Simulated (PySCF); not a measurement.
The calculation used core-valence-separated Tamm–Dancoff BHandHLYP/aug-pcX-1 (pcseg-1 on H) in PySCF, non-relativistic, gas phase, PBE0-D3(BJ)/def2-SVP geometry. Absolute energies from this functional tend to lie a few eV below measured edges; no shift was applied.

Main lines of an unknown, eV (oscillator strength): C K: 282.8 (0.054), 282.9 (0.068), 285.5 (0.018), 285.5 (0.010), 285.6 (0.016). Listed: the first five lines at most of each edge with a tenth or more of its strongest line's intensity; roots within 0.03 eV on the same or equivalent atoms are summed. Only the lowest roots were sought, and the top ones are left out.

Question: Which candidate gives them?
A. `C/C=C\C`
B. `C=C(C)C`
C. `CC(C)C`

Answer: B. 

- `C=C(C)C`: C K: 282.8 (0.054), 282.9 (0.068), 285.5 (0.018), 285.5 (0.010), 285.6 (0.016). First C line listed at 282.8 eV, hole on the terminal =CH2 carbon (1s→π*).
- `C/C=C\C`: C K: 282.9 (0.124), 285.5 (0.014), 285.7 (0.035), 285.9 (0.015), 286.1 (0.047). First C line listed at 282.9 eV, hole on the alkene CH carbon.
- `CC(C)C`: C K: 285.3 (0.032), 285.7 (0.018), 285.9 (0.075), 286.0 (0.085), 286.6 (0.009). First C line listed at 285.3 eV, hole on the methyl carbon.

One conformer each; other structures than these candidates weren't tested.
